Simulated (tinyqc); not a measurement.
Extended Hueckel theory, for H2S, step by step. One step of it, computed by the program tinyqc.

Question. Orbitals. Solve H C = S C e through S^(-1/2); fill by pairs from the bottom, a degenerate level sharing its electrons equally; each orbital has its largest coefficient positive (the first on a tie).

H (eV), lower triangle:
```
             1S 3s      1S 3px      1S 3py      1S 3pz       2H 1s       3H 1s
1S 3s   -20.000000
1S 3px    0.000000  -13.300000
1S 3py    0.000000    0.000000  -13.300000
1S 3pz    0.000000    0.000000    0.000000  -13.300000
2H 1s   -10.665839    0.000000   -8.958559   -6.410418  -13.600000
3H 1s   -10.665839    0.000000    8.958559   -6.410418   -1.620822  -13.600000
```

overlap S, lower triangle:
```
           1S 3s    1S 3px     1S 3py    1S 3pz     2H 1s     3H 1s
1S 3s   1.000000
1S 3px  0.000000  1.000000
1S 3py  0.000000  0.000000   1.000000
1S 3pz  0.000000  0.000000   0.000000  1.000000
2H 1s   0.355612  0.000000   0.380581  0.272330  1.000000
3H 1s   0.355612  0.000000  -0.380581  0.272330  0.068102  1.000000
```

valence electrons = 8

Give: orbital energies; occupations; coefficients; sum of one-electron energies.

Answer.

orbital energies (eV): -21.9782  -16.8265  -14.4085  -13.3000  0.1100  2.9408

occupations: 2.0000  2.0000  2.0000  2.0000  0.0000  0.0000

coefficients:
```
           MO1      MO2      MO3     MO4      MO5      MO6
1S 3s   0.7527   0.0000  -0.3729  0.0000   0.0000   0.8207
1S 3px  0.0000   0.0000   0.0000  1.0000   0.0000   0.0000
1S 3py  0.0000   0.5834   0.0000  0.0000   1.0539   0.0000
1S 3pz  0.0256   0.0000   0.8439  0.0000   0.0000   0.7138
2H 1s   0.2612   0.4026   0.1881  0.0000  -0.7851  -0.8038
3H 1s   0.2612  -0.4026   0.1881  0.0000   0.7851  -0.8038
```

sum of one-electron energies = -133.0266 eV
